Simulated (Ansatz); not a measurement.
A nudged elastic band was laid between two geometries of CH5Al + H (8 atoms, charge 0, multiplicity 2).

Computed with UKS PBE0/def2-SVP in Ansatz.

```
movable images  : 5
climbing image  : yes
spring          : 5.0 eV/Å²
optimiser       : quadratic models (default)
start path      : through a guess of the saddle point
force threshold : 0.05 eV/Å
iteration limit : 60
end points      : relaxed
```

First end point:

```xyz
8
Properties=species:S:1:pos:R:3
Al -0.008 0.016 -0.267
H -0.105 -0.002 1.324
C 1.733 0.021 -1.160
H 2.082 -1.019 -1.294
H 1.699 0.473 -2.164
H 2.508 0.537 -0.571
H -1.355 -0.002 -1.121
H -0.119 -0.023 4.559
```

Last end point:

```xyz
8
Properties=species:S:1:pos:R:3
Al -0.101 0.077 -0.619
H -0.167 0.108 3.228
C 1.752 0.023 -1.287
H 1.979 -0.996 -1.648
H 1.851 0.698 -2.156
H 2.513 0.302 -0.544
H -1.288 -0.264 -1.656
H -0.103 0.052 3.986
```

Problem. Which bonds break or form, and what moves?

Solution. Bonds broken: Al1–H2. Bonds formed: H2–H8. CH5Al + H becomes CH4Al + H2.

Problem. What energy profile does the band end with?

Solution. It converged. The highest image is number 2 of 0 to 6, 1.0 kcal/mol above the first end and 19.9 kcal/mol above the last; the last end lies 19.0 kcal/mol below the first. A vibrational analysis at the climbing image gives one clearly imaginary mode, 373i cm⁻¹, and a faint second one (23i cm⁻¹) that may be numerical noise or a soft torsion: probably a first-order saddle point.

```json
{"image": "0", "path coordinate (Å)": "0.00", "energy (kcal/mol)": "0.0", "Al1–H2 (Å)": "1.59", "H2–H8 (Å)": "3.24"}
{"image": "1", "path coordinate (Å)": "0.74", "energy (kcal/mol)": "0.2", "Al1–H2 (Å)": "1.59", "H2–H8 (Å)": "2.44"}
{"image": "2", "path coordinate (Å)": "1.48", "energy (kcal/mol)": "1.0", "Al1–H2 (Å)": "1.63", "H2–H8 (Å)": "1.61"}
{"image": "3", "path coordinate (Å)": "2.15", "energy (kcal/mol)": "-14.1", "Al1–H2 (Å)": "2.33", "H2–H8 (Å)": "0.80"}
{"image": "4", "path coordinate (Å)": "2.81", "energy (kcal/mol)": "-18.0", "Al1–H2 (Å)": "2.90", "H2–H8 (Å)": "0.77"}
{"image": "5", "path coordinate (Å)": "3.48", "energy (kcal/mol)": "-18.9", "Al1–H2 (Å)": "3.47", "H2–H8 (Å)": "0.76"}
{"image": "6", "path coordinate (Å)": "4.14", "energy (kcal/mol)": "-19.0", "Al1–H2 (Å)": "3.85", "H2–H8 (Å)": "0.76"}
```

Problem. What is the geometry of the highest image?

Solution. 
```xyz
8
Properties=species:S:1:pos:R:3
Al -0.003 0.014 -0.043
H -0.028 -0.001 1.582
C 1.702 0.020 -1.002
H 2.038 -1.020 -1.167
H 1.625 0.488 -1.996
H 2.503 0.524 -0.439
H -1.393 -0.014 -0.822
H -0.008 -0.010 3.191
```

The band took 7 iterations and about 90 core-seconds.

The run took 93 s on 1 thread of Arm Neoverse V1, on a shared host, peak memory 0.11 GiB.
